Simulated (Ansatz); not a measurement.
What a trial cell of NaTi relaxes into

These are results of DFT PBE, scalar-relativistic, plane waves, PAW in Ansatz, not measurements. Cutoff 420 eV, Γ-centred k mesh, Gaussian smearing, no spin polarisation in the final step.

The start is a random cell of NaTi with space group Pmma (No. 51), drawn with lower limits on the distances.

```
CELL_PARAMETERS angstrom
5.58100 0.00000 0.00000
0.00000 4.01145 0.00000
0.00000 0.00000 3.18045
ATOMIC_POSITIONS crystal
Na 0.25000 0.00000 0.25000
Na 0.75000 0.00000 0.75000
Ti 0.25000 0.50000 0.66667
Ti 0.75000 0.50000 0.33333
```

Cell and atoms relax at zero pressure; the relaxation can't lower the symmetry of the start. After a coarse first stage the cell is made exact in the group found at 0.06 Å.

Formation energies are uncorrected and refer to the elements' standard structures at the same level.

Task: What does it relax into?

Result: It ends in Cmmm (No. 65). Conventional cell: a = 2.963 Å, b = 4.823 Å, c = 5.988 Å. Around Na lie 6 Na at 2.83–2.96 Å and 4 Ti at 3.34 Å; Ti is coordinated by 6 Ti at 2.83–2.96 Å and 4 Na at 3.34 Å.

```xyz
2
Lattice="1.4816 -2.4115 0.0000 1.4816 2.4115 0.0000 0.0000 0.0000 5.9885" Properties=species:S:1:pos:R:3 pbc="T T T"
Na    0.0000    0.0000    0.0000
Ti    1.4816    0.0000    2.9942
```

Task: What are its volume, energy, density and gap?

Result: The volume per atom is 21.40 Å³. The density is 2.75 g/cm³. The energy over the elements is 0.61 eV/atom and the gap on the 22×22×10 mesh is 0 eV (a metal).

The final run used a 22×22×10 mesh on its 2-atom cell and 0.10 eV smearing. For metals, differences of a few meV/atom aren't resolved. A structure relaxed within its symmetry needn't be a true minimum. The steps took about 100 core-seconds in all.

Cost: 2 runs of about 1.7 core-minutes in all, on Intel Xeon 6975P-C (Granite Rapids) (shared hosts).